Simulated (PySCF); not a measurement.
Bonding in `C/N=C/OC`

Compound: C3H7NO.
Numbering: `[CH3:1]/[N:2]=[CH:3]/[O:4][CH3:5]` (hydrogens: H6, H7, H8 on C1; H9 on C3; H10, H11, H12 on C5)

Geometry (GFN2-xTB, Å), atoms numbered from 1 in this order:
```xyz
12
C3H7NO angstrom
C      1.9649    0.4981   -0.1150
N      0.5478    0.3215   -0.0320
C      0.0660   -0.8184    0.1811
O     -1.2380   -1.0607    0.2708
C     -2.0823    0.0657    0.1092
H      2.2026    0.9188   -1.0928
H      2.2668    1.2213    0.6435
H      2.5272   -0.4341    0.0266
H      0.6415   -1.7457    0.3184
H     -3.1019   -0.2991    0.2098
H     -1.9294    0.5162   -0.8734
H     -1.8643    0.8157    0.8719
```

Bond orders from the PBE0/pcSseg-1 density (PySCF). Isolated species at its GFN2-xTB geometry (one conformer only).

(1) How far do the computed orders between heavy atoms stray from the drawn ones?

(2) Set the Mayer orders of the bonds beside their lengths.

Answers

(1) The largest departure is 0.175, at N2–C3 (drawn double, 1.825).

(2) 
```csv
bond,drawn as,length (Å),Mayer order
C1–N2,single,1.430,0.999
N2–C3,double,1.256,1.825
C3–O4,single,1.329,1.095
O4–C5,single,1.417,0.882
C1–H6,single,1.091,0.961
C1–H7,single,1.091,0.961
C1–H8,single,1.098,0.953
C3–H9,single,1.100,0.943
C5–H10,single,1.088,0.968
C5–H11,single,1.092,0.965
C5–H12,single,1.092,0.965
```

By pair of heavy elements: C–N: lowest C1–N2 (0.999, 1.430 Å), highest N2–C3 (1.825, 1.256 Å). C–O: lowest O4–C5 (0.882, 1.417 Å), highest C3–O4 (1.095, 1.329 Å).

**Question.** Sum the orders of all bonds at each heavy atom with more than one neighbour and set the sums beside the valence in the SMILES.

**Answer.** C1 3.874 (drawn 4), N2 2.824 (drawn 3), C3 3.863 (drawn 4), O4 1.977 (drawn 2), C5 3.780 (drawn 4). Orders between atoms that aren't bonded are not in these sums.

Mayer orders depend on the basis set.
